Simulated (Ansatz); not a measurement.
# triplet SClO2F at 6 levels

We compute a comparison of 6 runs (U-r2SCAN0/def2-SVP, U-revPBE/def2-SVP, U-wB97M-V/def2-SVP, UBLYP/def2-SVP, RPA@PBE0/def2-SVP, UCCSD(T)/def2-SVP) of triplet SClO2F. 

Program for the calculation: Ansatz 0.2.0.

64 further runs of the same task are left out: 64 set aside as unsound or not needed.

## 1. The structure to begin with

The species is SClO2F (5 atoms), meant as a triplet with charge 0. As SMILES of the parent species, `O=S(=O)(F)Cl`. Geometry: relaxed at PBE0-D4/def2-TZVP. That shape belongs to the parent species and isn't relaxed for this state.

Bond lengths: O1–S2 1.410 Å, S2–O3 1.410 Å, S2–F4 1.551 Å, S2–Cl5 1.994 Å. Angles: O1–S2–O3 123.8°, O1–S2–F4 107.1°, O1–S2–Cl5 108.9°, O3–S2–F4 107.1°, O3–S2–Cl5 108.9°, F4–S2–Cl5 97.8°.

## 2. The energy at U-r2SCAN0/def2-SVP (run 1)

job.yaml reads:

```yaml
crystal:
  periodic: [false, false, false]
  atoms:
    - {symbol: O, position_ang: [-0.123540, -0.162690, 1.503010]}
    - {symbol: S, position_ang: [0.100210, -0.145140, 0.111160]}
    - {symbol: O, position_ang: [1.158000, -0.828940, -0.522160]}
    - {symbol: F, position_ang: [-1.214690, -0.608760, -0.568390]}
    - {symbol: Cl, position_ang: [0.080010, 1.745540, -0.523620]}
basis:
  gaussian:
    orbitals: def2-SVP
magnetization:
  spin_polarized: true
  initial_magnetization: 2
hamiltonian:
  xc: {name: r2SCAN0}
accuracy: high
output: {orbitals: {seedname: orbitals}}
```

On the command line:

```sh
$ ansatz run job.yaml --threads 1 --pin off --max-ram 3480MiB --events-out events.jsonl --progress --plain --runs-dir runs
```

The log of the run:

```text
Warning: RAYON_NUM_THREADS=1 ignored (pool sized by the plan → 1); use --threads N
Functional definition: r2SCAN0
  name "r2SCAN0"
  parameter a = 0.25
  parameter k0 = 0.174
  parameter k1 = 0.065
  parameter a1 = 4.9479
  exchange = (1 - a)*r2scan_x(k0 = k0, k1 = k1, a1 = a1) + a*exact_x
  correlation = r2scan_c
1568 factors; integrals over basis functions are off by at most 3.1e-9 eV
mean field evaluation 1: about -30132.8011 eV, gradient 4.9e1 eV
mean field evaluation 2: about -30105.6138 eV, gradient 9.5e1 eV
mean field evaluation 4: about -30141.4541 eV, gradient 7.7e0 eV
mean field evaluation 8: about -30142.0828 eV, gradient 1.0e0 eV
mean field evaluation 16: about -30142.0889 eV, gradient 4.4e-3 eV
mean field evaluation 32: about -30142.0889 eV, gradient 6.1e-6 eV
mean field evaluation 64: about -30142.0543 eV, gradient 2.5e0 eV
mean field -30142.08892184 eV, -1107.7013368358 hartree, gradient 6.7e-8 eV, S^2 2.011586; 6 other end points of the search recorded, 0 dependent functions left out
reference -30142.08892221 eV, -1107.7013368495 hartree; 30, 28 occupied and 48, 50 virtual orbitals, 1568 factors
Total energy: -30142.08892221 eV, -1107.7013368495 hartree
```

Wall time 50 s (1 thread of Arm Neoverse V2, shared host); peak memory 0.49 GiB.

## 3. The energy at U-revPBE/def2-SVP (run 2)

input.yaml reads:

```yaml
crystal:
  periodic: [false, false, false]
  atoms:
    - symbol: O
      position_ang: [-0.123540, -0.162690, 1.503010]
    - symbol: S
      position_ang: [0.100210, -0.145140, 0.111160]
    - symbol: O
      position_ang: [1.158000, -0.828940, -0.522160]
    - symbol: F
      position_ang: [-1.214690, -0.608760, -0.568390]
    - symbol: Cl
      position_ang: [0.080010, 1.745540, -0.523620]
basis:
  gaussian:
    orbitals: def2-SVP
magnetization:
  spin_polarized: true
  initial_magnetization: 2
hamiltonian:
  xc: {name: revPBE}
accuracy: high
output: {orbitals: {seedname: orbitals}}
```

On the command line:

```sh
$ ansatz run input.yaml --threads 1 --pin off --max-ram 3480MiB --events-out events.jsonl --progress --plain --runs-dir runs
```

The log of the run:

```text
Warning: RAYON_NUM_THREADS=1 ignored (pool sized by the plan → 1); use --threads N
Functional definition: revPBE
  name "revPBE"
  parameter kappa = 1.245
  parameter beta = 0.06672455060314922
  exchange = pbe_x(kappa = kappa, mu = beta*pi^2/3)
  correlation = pbe_c(beta = beta)
1568 factors; integrals over basis functions are off by at most 3.1e-9 eV
mean field evaluation 1: about -30129.2374 eV, gradient 5.8e1 eV
mean field evaluation 2: about -30049.9678 eV, gradient 1.5e2 eV
mean field evaluation 4: about -30139.6479 eV, gradient 2.3e1 eV
mean field evaluation 8: about -30142.0039 eV, gradient 1.2e0 eV
mean field evaluation 16: about -30142.0086 eV, gradient 3.4e-4 eV
mean field evaluation 32: about -30140.6759 eV, gradient 4.2e0 eV
mean field -30142.00856817 eV, -1107.6983838932 hartree, gradient 2.1e-8 eV, S^2 2.002830; 4 other end points of the search recorded, 0 dependent functions left out
reference -30142.00856992 eV, -1107.6983839575 hartree; 30, 28 occupied and 48, 50 virtual orbitals, 1568 factors
Total energy: -30142.00856992 eV, -1107.6983839575 hartree
```

Wall time 12 s (1 thread of Arm Neoverse V2, shared host); peak memory 0.23 GiB.

## 4. A single-point energy at U-wB97M-V/def2-SVP (run 3)

job.yaml reads:

```yaml
crystal:
  periodic: [false, false, false]
  atoms:
    - symbol: O
      position_ang: [-0.123540, -0.162690, 1.503010]
    - symbol: S
      position_ang: [0.100210, -0.145140, 0.111160]
    - symbol: O
      position_ang: [1.158000, -0.828940, -0.522160]
    - symbol: F
      position_ang: [-1.214690, -0.608760, -0.568390]
    - symbol: Cl
      position_ang: [0.080010, 1.745540, -0.523620]
basis:
  gaussian:
    orbitals: def2-SVP
magnetization:
  spin_polarized: true
  initial_magnetization: 2
hamiltonian:
  xc: {name: wB97M-V}
accuracy: high
output: {orbitals: {seedname: orbitals}}
```

On the command line:

```sh
$ ansatz run job.yaml --threads 1 --pin off --max-ram 3480MiB --events-out events.jsonl --progress --plain --runs-dir runs
```

The log of the run, cut to the lines that bear on the results:

```text
Warning: RAYON_NUM_THREADS=1 ignored (pool sized by the plan → 1); use --threads N
Functional definition: wB97M-V
  name "wB97M-V"
[...]
  gx(w, u) = 1 - cx + cx01*u + cx10*w
  gss(w, u) = css00 + css04*u^4 + css10*w + css20*w^2 + css43*w^4*u^3
  gos(w, u) = cos00 + cos10*w + (cos20 + cos21*u)*w^2 + (cos60 + cos61*u)*w^6
[...]
      + integral(e_c_pw_mod_opposite_spin*gos(b97_w_opposite, b97_u_opposite)) + vv10(b, c)
1568 factors; integrals over basis functions are off by at most 3.1e-9 eV
262 factors; integrals over basis functions are off by at most 2.1e-9 eV
[...]
mean field -30144.81354022 eV, -1107.8014647145 hartree, gradient 7.4e-8 eV, S^2 2.007634; 6 other end points of the search recorded, 0 dependent functions left out
reference -30144.81354213 eV, -1107.8014647846 hartree; 30, 28 occupied and 48, 50 virtual orbitals, 1568 factors
Total energy: -30144.81354213 eV, -1107.8014647846 hartree
```

Run time: 4.3 min. Hardware: 1 thread of Arm Neoverse V2, shared host; peak memory 0.88 GiB.

Runs 4 to 5 aren't shown in full; the table further down has their settings and results.

## 5. A single-point energy at UCCSD(T)/def2-SVP (run 6)

run.yaml reads:

```yaml
crystal:
  periodic: [false, false, false]
  atoms:
    - {symbol: O, position_ang: [-0.123540, -0.162690, 1.503010]}
    - {symbol: S, position_ang: [0.100210, -0.145140, 0.111160]}
    - {symbol: O, position_ang: [1.158000, -0.828940, -0.522160]}
    - {symbol: F, position_ang: [-1.214690, -0.608760, -0.568390]}
    - {symbol: Cl, position_ang: [0.080010, 1.745540, -0.523620]}
basis:
  gaussian:
    orbitals: def2-SVP
magnetization:
  spin_polarized: true
  initial_magnetization: 2
correlation:
  method: ccsd_t
  frozen_orbitals: {Cl: 5, F: 1, O: 1, S: 5}
accuracy: high
scf:
  omitted_lower_state_checks: [cluster_reference, increment]
```

On the command line:

```sh
$ ansatz run run.yaml --threads 1 --pin off --max-ram 3480MiB --events-out events.jsonl --progress --plain --runs-dir runs
```

The log of the run:

```text
Warning: RAYON_NUM_THREADS=1 ignored (pool sized by the plan → 1); use --threads N
[... 17 lines left out ...]
13 core orbitals not correlated: weight in the atoms' cores, before any rotation towards them, 1.000 or more for the frozen orbitals, at most 0.000 for the correlated occupied ones
[... 42 lines left out ...]
Total energy: -30102.16392046 eV, -1106.2341200974 hartree
Checks for a lower state left out: cluster_reference, increment
```

It took 96 s on 1 thread of Arm Neoverse V2, shared host; peak memory 0.63 GiB.

## 6. The series

| run | level | frozen core orbitals | energy (Eh) | HOMO energy (eV) | ⟨S²⟩ | wall time |
| --- | --- | --- | --- | --- | --- | --- |
| 1 | U-r2SCAN0/def2-SVP | – | -1107.701337 | -4.42 | 2.012 | 50 s |
| 2 | U-revPBE/def2-SVP | – | -1107.698384 | -2.45 | 2.003 | 12 s |
| 3 | U-wB97M-V/def2-SVP | – | -1107.801465 | -6.15 | 2.008 | 4.3 min |
| 4 | UBLYP/def2-SVP | – | -1107.900207 | -2.33 | 2.003 | 15 s |
| 5 | RPA@PBE0/def2-SVP | 13 | -1106.459604 | – | 2.008 | 27 s |
| 6 | UCCSD(T)/def2-SVP | 13 | -1106.234120 | – | 2.017 | 96 s |

## 7. What came out

| quantity | value |
| --- | --- |
| run 6: total energy | -1106.23412 Eh |
| run 6: correlation energy (13 core orbitals frozen) | -855.3 mEh |
| run 6: (T) correction | -24.56 mEh |
| run 6: ⟨S²⟩ of the reference determinant | 2.017 |
| run 6: T1 diagnostic | 0.037 |

Totals of different functionals can't be ranked against each other. All runs together took 7.6 min, the longest 4.3 min.
